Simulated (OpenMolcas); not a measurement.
**HBS (hydrogen boron sulfide): levels of theory compared**

Aim: a comparison of 6 runs (B2PLYP/STO-3G, PBE0/STO-3G, SVWN5/STO-3G, r2SCAN/STO-3G, ACPF/STO-3G, CISD/STO-3G) of HBS (hydrogen boron sulfide). 

The results are computed with OpenMolcas 26.06.

1 further run of the same task is left out (set aside as unsound or not needed).

**1. The structure to begin with**

HBS has 3 atoms, charge 0, and is taken as a singlet. As SMILES, `B=S`. The coordinates come from a PBE0-D4/def2-TZVP relaxation.

Bond lengths: B1–S2 1.598 Å, B1–H3 1.175 Å. Angles: S2–B1–H3 180.0°.

**2. A single-point energy at B2PLYP/STO-3G (run 1)**

run.input reads:

```
* BHS Kohn-Sham DFT

&GATEWAY
  BasLib = $CurrDir
  Coord
  3
  angstrom
  B       -0.038660      -0.014560       0.134750
  S        0.399170       0.147640      -1.393290
  H       -0.360510      -0.133080       1.258530
  Basis = STO-3G
  Group = NoSym

&SEWARD
  GridInput
  Grid=UltraFine
  End of Grid

&SCF
  KSDFT = B2PLYP_SCF
  Thresholds = 1e-10 1e-07 1e-07 1e-05
  PrOrbitals = 1 1

&MBPT2
  Frozen = 6
```

The basis set STO-3G is read from a file made from the Basis Set Exchange's data (not shown).

Command:

```console
export MOLCAS_MEM=1860
pymolcas run.input > run.log
```

The program printed:

```text
--- Start Module: gateway ---
[...]
--- Stop Module: gateway /rc=_RC_ALL_IS_WELL_ ---
[...]
      Basis functions           15
[...]
--- Start Module: scf ---
[...]
       Convergence after   9 Iterations
[...]
::    Total KS-DFT energy                            -418.6894261486
[...]
      Total spin, S                                     0.0000000000
[...]
      Total electronic charge=   22.000000
      Total            charge=   -0.000000
[...]
      Dipole Moment (debye):
      Origin of the operator (angstrom)=    0.2722    0.1006   -0.9501
                   X= -1.5694E-01               Y= -5.8415E-02               Z=  5.4752E-01           Total=  5.7255E-01
      Quadrupole Moment (debye*angstrom):
[...]
--- Stop Module: scf /rc=_RC_ALL_IS_WELL_ ---
[...]
--- Start Module: mbpt2 ---
[...]
 ###    WARNING: MP2 implementation intended for RHF references only         ###
 ###############################################################################
MBPT2 WARNING: Reference function according to RunFile:KS-DFT
I'll assume you know what you're doing and continue
WARNING!
Default frozen orbitals as non valence orbitals is overwritten by user input.
Default values:   6
[...]
       Reference weight ( Cref**2 )         =        0.88153
::    Total MBPT2 energy                             -418.8341410733
[...]
      Total MBPT2 calculations                           0.08      0.08
--- Stop Module: mbpt2 /rc=_RC_ALL_IS_WELL_ ---
[...]
```

It took 8.1 s on 1 thread of AMD EPYC, shared host; peak memory 0.37 GiB.

**3. A single-point energy at PBE0/STO-3G (run 2)**

run.inp reads:

```
&GATEWAY
BasLib = $CurrDir
Coord
3
angstrom
B       -0.038660      -0.014560       0.134750
S        0.399170       0.147640      -1.393290
H       -0.360510      -0.133080       1.258530
Basis = STO-3G
Group = NoSym
&SEWARD
GridInput
Grid=UltraFine
End of Grid
&SCF
KSDFT = PBE0
Thresholds = 1e-10 1e-07 1e-07 1e-05
PrOrbitals = 1 1
```

The basis set STO-3G is read from a file made from the Basis Set Exchange's data (not shown).

Command:

```console
export MOLCAS_MEM=1860
pymolcas run.inp > run.log
```

The program printed:

```text
--- Start Module: gateway ---
[...]
--- Stop Module: gateway /rc=_RC_ALL_IS_WELL_ ---
--- Start Module: seward ---
[...]
      Basis functions           15
--- Stop Module: seward /rc=_RC_ALL_IS_WELL_ ---
[...]
--- Start Module: scf ---
[...]
       Convergence after  10 Iterations
[...]
::    Total KS-DFT energy                            -418.7580071953
[...]
      Total spin, S                                     0.0000000000
[...]
      Total electronic charge=   22.000000
      Total            charge=   -0.000000
[...]
      Dipole Moment (debye):
      Origin of the operator (angstrom)=    0.2722    0.1006   -0.9501
                   X= -1.0016E-01               Y= -3.7339E-02               Z=  3.4938E-01           Total=  3.6537E-01
      Quadrupole Moment (debye*angstrom):
[...]
--- Stop Module: scf /rc=_RC_ALL_IS_WELL_ ---
[...]
```

It took 8.1 s on 1 thread of AMD EPYC, shared host; peak memory 0.37 GiB.

Runs 3 to 4 aren't shown in full; the table further down has their settings and results.

**4. A single-point energy at ACPF/STO-3G (run 5)**

Edit run.input of step 2 so:

```diff
@@ -1,2 +1,2 @@
-* BHS Kohn-Sham DFT
+* BHS ACPF
 
@@ -14,8 +14,4 @@
 &SEWARD
-  GridInput
-  Grid=UltraFine
-  End of Grid
 
 &SCF
-  KSDFT = B2PLYP_SCF
   Thresholds = 1e-10 1e-07 1e-07 1e-05
@@ -23,3 +19,13 @@
 
-&MBPT2
+&MOTRA
   Frozen = 6
+
+&GUGA
+  Electrons = 10
+  Spin = 1
+  Inactive = 5
+  Active = 0
+  CIAll = 1
+
+&CPF
+  ACPF
```

The basis set STO-3G is read from a file made from the Basis Set Exchange's data (not shown).

Command:

```console
export MOLCAS_MEM=1860
pymolcas run.input > run.log
```

The program printed:

```text
--- Start Module: gateway ---
[...]
--- Stop Module: gateway /rc=_RC_ALL_IS_WELL_ ---
[...]
      Basis functions           15
[...]
       Convergence after  11 Iterations
[...]
::    Total SCF energy                               -418.1199322616
[...]
      Total spin, S                                     0.0000000000
[...]
      *** WARNING: Default frozen orbitals is overwritten by user input.
      *** Default values:   6
[...]
--- Start Module: guga ---
[...]
--- Stop Module: guga /rc=_RC_ALL_IS_WELL_ ---
--- Start Module: cpf ---
[...]
      Active orbitals                            0       0
[...]
      Spin quantum number                      0.0
[...]
     FINAL ACPF ENERGY        -418.23587698
     FINAL CORRELATION ENERGY   -0.11594472  REFERENCE ENERGY    -418.11993226
[...]
      Title:  ACPF natural orbitals
[...]
      Total electronic charge=   22.000000
      Total            charge=    0.000000
[...]
      Dipole Moment (debye):
      Origin of the operator (angstrom)=    0.2722    0.1006   -0.9501
                   X=  1.8971E-01               Y=  7.0069E-02               Z= -6.6225E-01           Total=  6.9244E-01
      Quadrupole Moment (debye*angstrom):
[...]
--- Stop Module: cpf /rc=_RC_ALL_IS_WELL_ ---
[...]
```

Wall time 6 s (1 thread of AMD EPYC, shared host); peak memory 0.37 GiB.

**5. The energy at CISD/STO-3G (run 6)**

run.inp reads:

```
* BHS CISD
>>> EXPORT MOLCAS_PRINT=2
&GATEWAY
BasLib=$CurrDir
Coord
3
angstrom
B       -0.038660      -0.014560       0.134750
S        0.399170       0.147640      -1.393290
H       -0.360510      -0.133080       1.258530
Basis=STO-3G
Group=NoSym
&SEWARD
&SCF
Thresholds=1e-10 1e-07 1e-07 1e-05
PrOrbitals=1 1
&MOTRA
Frozen=6
&GUGA
Electrons=10
Spin=1
Inactive=5
Active=0
CIAll=1
&CPF
SDCI
```

The basis set STO-3G is read from a file made from the Basis Set Exchange's data (not shown).

Command:

```console
export MOLCAS_MEM=1860
pymolcas run.inp > run.log
```

The program printed:

```text
--- Start Module: gateway ---
[...]
--- Stop Module: gateway /rc=_RC_ALL_IS_WELL_ ---
[...]
      Basis functions           15
[...]
       Convergence after  11 Iterations
[...]
::    Total SCF energy                               -418.1199322616
[...]
      Total spin, S                                     0.0000000000
[...]
      *** WARNING: Default frozen orbitals is overwritten by user input.
      *** Default values:   6
[...]
--- Start Module: guga ---
[...]
--- Stop Module: guga /rc=_RC_ALL_IS_WELL_ ---
--- Start Module: cpf ---
[...]
      Active orbitals                            0       0
[...]
      Spin quantum number                      0.0
[...]
     FINAL CI ENERGY          -418.22737217
     FINAL CORRELATION ENERGY   -0.10743991  REFERENCE ENERGY    -418.11993226
[...]
     REL. CI ENERGY           -418.22737217
[...]
      Total electronic charge=   22.000000
      Total            charge=    0.000000
[...]
      Dipole Moment (debye):
      Origin of the operator (angstrom)=    0.2722    0.1006   -0.9501
                   X=  8.1293E-02               Y=  2.9885E-02               Z= -2.8388E-01           Total=  2.9680E-01
      Quadrupole Moment (debye*angstrom):
[...]
--- Stop Module: cpf /rc=_RC_ALL_IS_WELL_ ---
[...]
```

Run time: 5.1 s. Hardware: 1 thread of AMD EPYC, shared host; peak memory 0.37 GiB.

**6. The series**

```
run          level  frozen core orbitals  integration grid  energy (Eh)  dipole moment (D) of the reference  HOMO energy (eV)  LUMO energy (eV)  wall time
  1  B2PLYP/STO-3G                     6         UltraFine  -418.728499                                0.57             -6.42              4.89      8.1 s
  2    PBE0/STO-3G                     –         UltraFine  -418.758007                                0.37             -5.62              3.14      8.1 s
  3   SVWN5/STO-3G                     –         UltraFine  -417.233878                                0.14             -4.49              1.92      8.1 s
  4  r2SCAN/STO-3G                     –         UltraFine  -418.893394                                0.28             -4.67              2.29       10 s
  5    ACPF/STO-3G                     6                 –  -418.235877                                1.01             -7.91              7.81        6 s
  6    CISD/STO-3G                     6                 –  -418.227372                                1.01             -7.91              7.81      5.1 s
```

**7. Results**

| quantity | value |
| --- | --- |
| run 6: total energy | -418.22737 Eh |
| run 6: dipole moment (mean-field density) | 1.01 D |
| run 6: HOMO energy (Hartree–Fock orbitals) | -7.91 eV |
| run 6: LUMO energy (Hartree–Fock orbitals) | 7.81 eV |
| run 6: HOMO–LUMO gap (Hartree–Fock orbitals) | 15.72 eV |
| run 6: correlation energy (6 core orbitals frozen) | -107.4 mEh |

What this shows: Over runs 1, 2, 3, 4 the dipole moment (its size) runs from 0.14 D (SVWN5/STO-3G) to 0.57 D (B2PLYP/STO-3G). A double hybrid's value is that of its SCF part. Over runs 1, 2, 3, 4 the HOMO–LUMO gap runs from 6.41 eV (SVWN5/STO-3G) to 11.30 eV (B2PLYP/STO-3G). For B2PLYP the log adds the whole second-order term; the table takes 0.27 of it, as the functional is defined. Totals of different functionals can't be ranked against each other. In runs 1, 2, 3, 4, 5, 6 the basis is minimal, so the values are rough. All runs together took 46 s, the longest 10 s.
